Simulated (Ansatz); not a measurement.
Relaxation of CH5O (7 atoms, charge 0, multiplicity 2), to a largest force component of 0.03 eV/Å in at most 50 steps.

Computed with UKS PBE0/def2-SVP in Ansatz 0.2.0.

```xyz
7
Properties=species:S:1:pos:R:3:forces:R:3
H -1.307 -0.380 -0.816 1.85 -0.12 1.26
C 0.596 -0.246 0.603 0.22 0.03 0.08
O 1.107 0.654 -0.268 -0.03 -0.02 0.03
H -1.888 -0.344 -1.217 -2.01 0.11 -1.38
H 0.746 -1.288 0.325 -0.01 -0.02 0.01
H -0.145 0.060 1.343 -0.03 0.00 0.02
H 0.892 1.543 0.030 0.01 0.01 -0.01
```

Problem. Where does it end, and by what steps?

Solution. It converged. The force dipped under the threshold on the way, but the program's further checks kept it going. After 15 steps the energy has fallen by 0.152 eV; H6 moved furthest, 0.90 Å.

```
step  energy less start (eV)  largest force component (eV/Å)  accepted
   0                  0.0000                           2.008       yes
   1                 -0.0971                           0.115       yes
   2                 -0.1077                           0.081       yes
   3                 -0.1080                           0.315       yes
   4                 -0.1193                           0.418       yes
   5                 -0.1182                           0.757        no
   6                 -0.1298                           0.200       yes
   7                 -0.1391                           0.211       yes
   8                 -0.1400                           0.438       yes
   9                 -0.1473                           0.127       yes
  10                 -0.1490                           0.061       yes
  11                 -0.1497                           0.202       yes
  12                 -0.1510                           0.046       yes
  13                 -0.1514                           0.018       yes
  14                 -0.1515                           0.044       yes
  15                 -0.1516                           0.019       yes
```

```xyz
7
Properties=species:S:1:pos:R:3
H -1.522 -0.084 -1.416
C 0.963 -0.257 0.880
O 0.620 0.374 -0.268
H -2.223 -0.140 -1.711
H 1.141 -1.327 0.759
H 0.600 0.137 1.835
H 0.421 1.297 -0.079
```

Whether the end is a true minimum wasn't checked by a vibrational analysis.

The run took 26 s on 1 thread of Arm Neoverse V2, with other jobs on the host, peak memory 0.12 GiB.
